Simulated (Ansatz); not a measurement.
Geometry optimisation, RKS PBE0-D4/def2-SVP (Ansatz 0.2.0).

The input (input.yaml):

```yaml
crystal:
  periodic: [false, false, false]
  atoms:
    - { symbol: B, position_ang: [0.0, 0.0, 0.0] }
    - { symbol: "N", position_ang: [0.0, 0.0, 1.9] }
    - { symbol: H, position_ang: [-0.877, -0.2713, 2.43] }
    - { symbol: H, position_ang: [0.877, 0.2713, 2.43] }
    - { symbol: H, position_ang: [1.0305, 0.0, -0.595] }
    - { symbol: O, position_ang: [-1.2211, 0.0, -0.705] }
    - { symbol: H, position_ang: [-1.7308, -0.8467, -0.4965] }
    - { symbol: H, position_ang: [-0.1864, 1.4017, 0.4698] }
    - { symbol: H, position_ang: [-0.1534, 1.1538, 1.3606] }
basis:
  gaussian: { orbitals: def2-SVP }
hamiltonian:
  xc: pbe0
  dispersion: d4
relax:
  f_tol: 0.15
  max_steps: 25
  restrain:
    - { distance: [0, 7], at: 1.19, k: 30.0 }
    - { distance: [8, 1], at: 1.06, k: 30.0 }
    - { distance: [0, 1], at: 2.75, k: 30.0 }
    - { distance: [8, 7], at: 1.86, k: 30.0 }
```

Run as:

```bash
$ ansatz run input.yaml --threads 1 --pin off --max-ram 2048MiB --backend cpu --events-out ev --progress --plain --runs-dir out
```

Task: Where does it end, and by what steps?

Result: The run converged. The restraints hold the end off the free minimum. After 8 steps the energy has fallen by 2.949 eV (the restraints' own energy left out); B1 moved furthest, 0.63 Å.

```tsv
step	energy less start (eV)	largest force component (eV/Å)	accepted
0	0.0000	4.071	yes
1	-0.7840	4.817	yes
2	-1.6072	3.662	yes
3	-2.0161	2.524	yes
4	-2.4119	2.861	yes
5	-2.6605	2.734	yes
6	-2.8341	2.058	yes
7	-2.9138	1.074	yes
8	-2.9487	0.667	yes
```

```xyz
9
Properties=species:S:1:pos:R:3
B -0.182 0.389 -0.464
N 0.069 0.077 2.248
H -0.777 -0.112 2.784
H 0.844 0.158 2.903
H 0.801 -0.225 -0.821
O -1.427 -0.093 -0.647
H -1.432 -0.984 -1.014
H -0.102 1.492 0.000
H -0.056 1.007 1.806
```

The run took 20 s on 1 thread of Arm Neoverse V1, with other jobs on the host, peak memory 0.14 GiB.
